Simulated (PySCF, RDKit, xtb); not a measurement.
**BSiNH4: a search for the lowest isomer**

Given the formula BSiNH4 and nothing else, which arrangement of the atoms is the most stable in the gas at 298.15 K, and what are its properties?

The funnel: GFN2-xTB relaxations, single points with a density functional, relaxations at PBE0-D4/def2-SVP, harmonic vibrations (at GFN2-xTB), and a last energy at a higher level. All values are calculated.

1 further run of the same task is left out (set aside as unsound or not needed).

## Step 1: Possible bonding patterns

All bonding patterns within simple valence rules are listed by program: one Lewis structure each, at most two rings and one unusual centre or charged pair. O–O, O–halogen and N–halogen bonds and N–N–N chains are not drawn. That gives 32 candidates.

c018 B=[SiH]N; c026 NB[SiH] (triplet); c060 N=B[SiH3]; c169 B1N[SiH2]1; c173 B[Si]N (triplet); c174 NB=[SiH2]; c187 [BH3-][NH+]=[Si]; c238 B[SiH]=N; c318 [B]N[SiH3] (triplet); c398 BN[SiH] (triplet); c487 [NH3+][BH-]=[Si] (triplet); c511 [NH3+][BH-]=[Si]; c512 B=N[SiH3]; c557 [BH2-]1[NH+]=[SiH]1; c564 B=[NH+][SiH2-]; c565 [BH3-][NH+]=[Si] (triplet); c586 [B]N[SiH3]; c598 [BH3-][N+]#[SiH]; c606 B[Si]N; c636 [BH3-][Si+]=N; c638 [BH2-]1[NH2+][Si]1 (triplet); c663 B=[Si-][NH3+]; c668 [BH2-]1[NH2+][Si]1; c681 [BH-]1=[SiH][NH2+]1; c781 B#[SiH-][NH3+]; c789 [NH3+][B-]#[SiH]; c806 BN[SiH]; c826 NB[SiH]; c859 [B][SiH2]N (triplet); c920 N=[BH-][SiH2+]; c954 BN=[SiH2]; c990 [B][SiH2]N.

Candidates are built by distance geometry, with a force field where one applies, in up to four conformers (letters a to d). 10 starts with atoms placed at random are added, to find patterns that the rules miss.

**Question.** With final energies at CCSD(T)/def2-TZVP, which structure will this search put lowest in free energy, and by what margin?

| quantity | value |
| --- | --- |
| lowest structure found | B=N[SiH3], singlet |
| next finalist | N=B[SiH3], singlet, 17.6 kcal/mol higher in G |
| share at equilibrium, among the finalists | 100.0 % |
| lowest excitation (TD-PBE0/def2-SVPD) | 6.49 eV (f = 0.000) |
| lowest triplet excitation, same level, Tamm-Dancoff | 5.52 eV |

The lowest structure found is `B=N[SiH3]`. The margin of 17.6 kcal/mol over the next finalist is beyond the usual error of the last level; it says nothing of structures that weren't ranked. GFN2-xTB, HF/STO-3G, r2SCAN-D4/def2-SVP, PBE0-D4/def2-SVP, HF/def2-TZVP and MP2/def2-TZVP already put its bonding pattern lowest among the structures in one piece. Lowest found is not proven lowest: the search is finite, and each finalist counts with one conformer. Patterns outside the rules of the enumeration were met only by chance. The lowest isomer need not be the one that is made and kept in a bottle, which depends on barriers.
